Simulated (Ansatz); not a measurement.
# C2H9N: the cost of one run

All numbers below are computed with Ansatz 0.2.0 (UKS PBE0/STO-3G).

## (1) The structure to begin with

Bond lengths: C1–N2 1.453 Å, C1–H3 1.100 Å, C1–H4 1.089 Å, C1–H5 1.090 Å, N2–H6 1.015 Å, N2–H7 1.015 Å, C8–H9 1.083 Å, C8–H10 1.082 Å, C8–H11 1.083 Å, C8–H12 1.082 Å. Angles (14 of 15 angles, heavy atoms first): C1–N2–H6 110.1°, C1–N2–H7 110.3°, N2–C1–H3 114.4°, N2–C1–H4 108.6°, N2–C1–H5 108.6°, H6–N2–H7 107.5°, H3–C1–H4 108.3°, H3–C1–H5 108.4°, H4–C1–H5 108.4°, H9–C8–H10 109.3°, H9–C8–H11 109.7°, H9–C8–H12 109.5°, H10–C8–H11 109.5°, H10–C8–H12 109.4°.

Coordinates:

```xyz
12

C    -0.3043   -0.5106   -1.8181
N     0.4875    0.6888   -1.6076
H    -0.5417   -1.0664   -0.8991
H     0.2427   -1.1744   -2.4866
H    -1.2396   -0.2301   -2.3014
H     1.3618    0.4542   -1.1494
H    -0.0088    1.3374   -1.0050
C     0.0011    0.1003    2.2529
H    -0.6082    0.0832    1.3580
H    -0.5403    0.6019    3.0444
H     0.9250    0.6301    2.0556
H     0.2246   -0.9144    2.5562
```

## (2) Relaxing the start

File input.yaml:

```yaml
crystal:
  periodic: [false, false, false]
  atoms:
    - { symbol: C, position_ang: [-0.3043, -0.5106, -1.8181] }
    - { symbol: "N", position_ang: [0.4875, 0.6888, -1.6076] }
    - { symbol: H, position_ang: [-0.5417, -1.0664, -0.8991] }
    - { symbol: H, position_ang: [0.2427, -1.1744, -2.4866] }
    - { symbol: H, position_ang: [-1.2396, -0.2301, -2.3014] }
    - { symbol: H, position_ang: [1.3618, 0.4542, -1.1494] }
    - { symbol: H, position_ang: [-0.0088, 1.3374, -1.005] }
    - { symbol: C, position_ang: [0.0011, 0.1003, 2.2529] }
    - { symbol: H, position_ang: [-0.6082, 0.0832, 1.358] }
    - { symbol: H, position_ang: [-0.5403, 0.6019, 3.0444] }
    - { symbol: H, position_ang: [0.925, 0.6301, 2.0556] }
    - { symbol: H, position_ang: [0.2246, -0.9144, 2.5562] }
magnetization:
  spin_polarized: true
basis:
  gaussian: { orbitals: STO-3G }
hamiltonian:
  xc: pbe0
relax:
  f_tol: 0.02
  max_steps: 40
```

The run is started by

```bash
$ ansatz run input.yaml --threads 1 --pin off --max-ram 2048MiB --backend cpu --events-out ev --progress --plain --runs-dir out
```

**Question.** How long does this run take on 1 thread of Arm Neoverse V2, shared host, and how much memory does it need?

About 9.3 s, with a peak of 0.11 GiB.
